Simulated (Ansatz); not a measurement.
in.yaml

```yaml
crystal:
  periodic: [false, false, false]
  atoms:
    - {symbol: Si, position_ang: [0.000000, 0.000000, -1.140022]}
    - {symbol: N, position_ang: [0.000000, 0.000000, -2.696957]}
    - {symbol: H, position_ang: [0.000000, 0.000000, 3.836978]}
basis:
  gaussian: {orbitals: 6-31G, point_charges: [{charge: -0.50, position_ang: [2.589, -0.842, -0.080]}]}
correlation: {method: fic_mrcisd_q, electrons: outside_noble_gas, active_space: {window: {electrons: 4, orbitals: 6}, states: [{multiplicity: 1, weights: [1, 1, 1]}, {multiplicity: 3, weights: [1]}], root: 0}}
accuracy: high
```

```sh
$ ansatz run in.yaml --threads 1 --pin off --events-out ev --progress --plain --max-ram 2393MiB
```

The program prints:

```
516 factors; integrals over basis functions are off by at most 3.4e-9 eV
mean field evaluation 1: about -9332.5061 eV, gradient 5.8e1 eV
mean field evaluation 2: about -9332.5101 eV, gradient 5.8e1 eV
mean field evaluation 4: about -9339.8749 eV, gradient 3.0e1 eV
mean field evaluation 8: about -9343.0885 eV, gradient 2.2e1 eV
mean field evaluation 16: about -9346.3977 eV, gradient 7.5e-1 eV
mean field evaluation 32: about -9345.3997 eV, gradient 1.1e1 eV
mean field evaluation 64: about -9346.3499 eV, gradient 2.6e0 eV
mean field evaluation 96: about -9339.8658 eV, gradient 3.0e1 eV
mean field -9346.53796806 eV, -343.4789350154 hartree, gradient 1.1e-8 eV, S^2 0.000000; 10 other end points of the search recorded, 0 dependent functions left out; unrestricted orbitals would lower it
reference -9346.53796806 eV, -343.4789350154 hartree; 11, 11 occupied and 13, 13 virtual orbitals, 516 factors
state -9353.72264670 eV, -343.7429670853 hartree
state -9353.46467847 eV, -343.7334869276 hartree
state -9348.96143111 eV, -343.5679956396 hartree
contracted CI cycle   1: correlation 0.00000000 eV, 0.0000000000 hartree, residual 1.26e1 eV
contracted CI cycle   2: correlation -2.59448255 eV, -0.0953454752 hartree, residual 2.60e0 eV
...
contracted CI cycle  19: correlation -2.82698036 eV, -0.1038896120 hartree, residual 9.23e-5 eV
contracted CI cycle  20: correlation -2.82698036 eV, -0.1038896120 hartree, residual 7.60e-5 eV
contracted CI cycle  21: correlation -2.82698036 eV, -0.1038896120 hartree, residual 5.93e-5 eV
contracted CI cycle  22: correlation -2.82698036 eV, -0.1038896120 hartree, residual 3.85e-5 eV
contracted CI cycle  23: correlation -2.82698036 eV, -0.1038896120 hartree, residual 1.93e-5 eV
contracted CI cycle  24: correlation -2.82698036 eV, -0.1038896120 hartree, residual 8.22e-6 eV
contracted CI cycle  25: correlation -2.82698036 eV, -0.1038896120 hartree, residual 3.70e-6 eV
contracted CI cycle  26: correlation -2.82698036 eV, -0.1038896120 hartree, residual 1.70e-6 eV
contracted CI cycle  27: correlation -2.82698036 eV, -0.1038896120 hartree, residual 7.46e-7 eV
contracted CI cycle  28: correlation -2.82698036 eV, -0.1038896120 hartree, residual 3.33e-7 eV
state -9353.72266893 eV, -343.7429679023 hartree; corrected -9356.91476796 eV, -343.8602753780 hartree
Total energy: -9356.91467099 eV, -343.8602718142 hartree
```

Ran on 1 thread of Arm Neoverse V1, shared host: 4.5 s wall, 0.18 GiB peak host memory.
